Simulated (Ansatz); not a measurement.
**NH (singlet): from Hartree-Fock to the top rungs at distance N1–H2 = 1.672 Å, aug-cc-pVDZ**

One table from this session's results is given with a row withheld; the runs are named, their logs left out.

Computed with Ansatz 0.2.0, Gaussian basis. Level: aug-cc-pVDZ, core rule «outside noble gas», up to 1 orbitals frozen.

To be run: UHF; CCSD(T) on RHF; CCSD(T) on UHF; BCCD(T) on RHF; CISD; CCSDT(Q) on RHF; CCSDT(Q) on UHF; CASSCF and MRCISD+Q, 2 electrons in 2 orbitals; CASSCF and NEVPT2, 2 electrons in 2 orbitals; CASSCF and MRCISD+Q, 6 electrons in 5 orbitals; CASSCF and NEVPT2, 6 electrons in 5 orbitals; Full CI; Full CI in the symmetry of the determinant.

24 further runs of the same task are left out: 5 for a known fault of the program, 15 that didn't finish, 4 set aside as unsound or not needed.

### The system

The geometry derives from a PBE0/def2-TZVP stationary point (not a proven minimum). One bond is set to the value named and the two fragments are kept rigid.

2 atoms, charge 0, spin multiplicity 1.

Atoms are counted from 1 here; the program's logs count them from 0.

No contacts short enough for the rule that draws bonds.

As a file:

```mol
HN
  3D, bonds by distance, orders not assigned

  2  0  0  0  0  0  0  0  0  0999 V2000
    0.0000    0.0000    0.0000 N   0  0
    0.0000    0.0000    1.6720 H   0  0
M  END
```

The first run:

in.yaml

```yaml
crystal:
  periodic: [false, false, false]
  atoms:
    - {symbol: N, position_ang: [0.000000, 0.000000, 0.000000]}
    - {symbol: H, position_ang: [0.000000, 0.000000, 1.672000]}
basis:
  gaussian: {orbitals: aug-cc-pVDZ}
magnetization: {spin_polarized: true, initial_magnetization: 0}
hamiltonian: {xc: hf}
output: {orbitals: {seedname: orbitals}}
```

On the command line:

```
> ansatz run in.yaml --threads 1 --pin off --events-out ev --progress --plain --max-ram 2393MiB
```

Among the steps run: UHF; CCSD(T) on RHF; CCSD(T) on UHF; BCCD(T) on RHF; CISD; CCSDT(Q) on RHF; CCSDT(Q) on UHF; CASSCF and MRCISD+Q, 2 electrons in 2 orbitals; CASSCF and NEVPT2, 2 electrons in 2 orbitals; CASSCF and MRCISD+Q, 6 electrons in 5 orbitals; CASSCF and NEVPT2, 6 electrons in 5 orbitals; Full CI; Full CI in the symmetry of the determinant.

One of the session's tables, all rows but one given; the rest of the session is left out.

```
          method  from FCI (kcal/mol)
             RHF                    ?
            RMP2               +38.52
            CISD               +21.16
           RCCSD               +12.69
        RCCSD(T)                +6.07
         BCCD(T)                +6.15
          RCCSDT                +0.88
       RCCSDT(Q)                -0.23
  CASSCF valence               +72.98
  NEVPT2 valence               +15.64
  MRCISD valence                +3.20
MRCISD+Q valence                -0.02
             FCI                    0
```

**Question.** Estimate the row for RHF.

As computed: from FCI (kcal/mol): +131.00. In the column «from FCI (kcal/mol)» it is the highest.

Left out of the table: CASSCF pair, NEVPT2 pair, MRCISD pair, MRCISD+Q pair (the active space lost an orbital or holds another state than full CI finds).

Caveats from the session: The report flags that the cluster equations may have other roots. Left out of the table: UHF, UMP2, UCCSD, UCCSD(T), UCCSDT, UCCSDT(Q) (another determinant or state than the rows shown). The program flags RCCSDT(Q) as in doubt, so those rows may rest on another solution; read them beside their warnings. RCCSDT(Q) falls below full CI, which methods that aren't variational can do. Warnings in the runs' records: passed over end.
